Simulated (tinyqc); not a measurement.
Worked calculation: extended Hueckel theory, for SiH4. One step of it, computed by the program tinyqc.

Question. Wolfsberg-Helmholz matrix. H_ij = K' S_ij (H_ii + H_jj)/2 for i != j (the diagonal keeps H_ii), with K' = K + D^2 + D^4 (1 - K), D = (H_ii - H_jj)/(H_ii + H_jj), K = 1.75.

overlap S, lower triangle:
```
           1Si 3s    1Si 3px    1Si 3py    1Si 3pz     2H 1s     3H 1s     4H 1s     5H 1s
1Si 3s   1.000000
1Si 3px  0.000000   1.000000
1Si 3py  0.000000   0.000000   1.000000
1Si 3pz  0.000000   0.000000   0.000000   1.000000
2H 1s    0.396406   0.291942   0.291942   0.291942  1.000000
3H 1s    0.396406   0.291942  -0.291942  -0.291942  0.042397  1.000000
4H 1s    0.396406  -0.291942   0.291942  -0.291942  0.042397  0.042397  1.000000
5H 1s    0.396406  -0.291942  -0.291942   0.291942  0.042397  0.042397  0.042397  1.000000
```

diagonal H_ii (eV): 1Si 3s -17.300000, 1Si 3px -9.200000, 1Si 3py -9.200000, 1Si 3pz -9.200000, 2H 1s -13.600000, 3H 1s -13.600000, 4H 1s -13.600000, 5H 1s -13.600000

K = 1.750000

Give: H.

Answer.

H (eV), lower triangle:
```
           1Si 3s  1Si 3px  1Si 3py  1Si 3pz     2H 1s     3H 1s     4H 1s     5H 1s
1Si 3s   -17.3000
1Si 3px    0.0000  -9.2000
1Si 3py    0.0000   0.0000  -9.2000
1Si 3pz    0.0000   0.0000   0.0000  -9.2000
2H 1s    -10.8047  -5.9447  -5.9447  -5.9447  -13.6000
3H 1s    -10.8047  -5.9447   5.9447   5.9447   -1.0091  -13.6000
4H 1s    -10.8047   5.9447  -5.9447   5.9447   -1.0091   -1.0091  -13.6000
5H 1s    -10.8047   5.9447   5.9447  -5.9447   -1.0091   -1.0091   -1.0091  -13.6000
```
